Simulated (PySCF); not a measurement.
# Chlorine: a sound run and one with changed settings

Sound run: Cl [Ne] 3s2 3p5, Cl⁺ [Ne] 3s2 3p4. All numbers are calculated (PySCF 2.14, the non-relativistic Hamiltonian (point nucleus), in cc-pV(D+d)Z (4s3p2d, 23 functions)). In the sound run the correlated levels freeze [Ne]. The sound run starts from symmetry-adapted Hartree-Fock orbitals and uses a fine grid where one is needed.

Changed run: a valence shell is frozen. This setting is unsound on purpose.

| species | method | sound run (hartree) | changed run (hartree) | converged |
| --- | --- | --- | --- | --- |
| Cl | MP2 | -459.58400 | -459.54550 | yes |
| Cl | CCSD(T) | -459.60404 | -459.55764 | yes |
| Cl⁺ | MP2 | -459.12752 | -459.08136 | yes |
| Cl⁺ | CCSD(T) | -459.15017 | -459.09220 | yes |

Ionisation energy of Cl:

```csv
method,sound run (eV),changed run (eV)
UHF,11.813,11.813
MP2,12.421,12.630
SCS-MP2,12.399,12.684
CCSD,12.346,12.656
CCSD(T),12.350,12.665
```

Freezing a valence shell removes pair correlation that changes on ionisation.

For comparison, NIST gives 12.968 eV between the lowest levels.
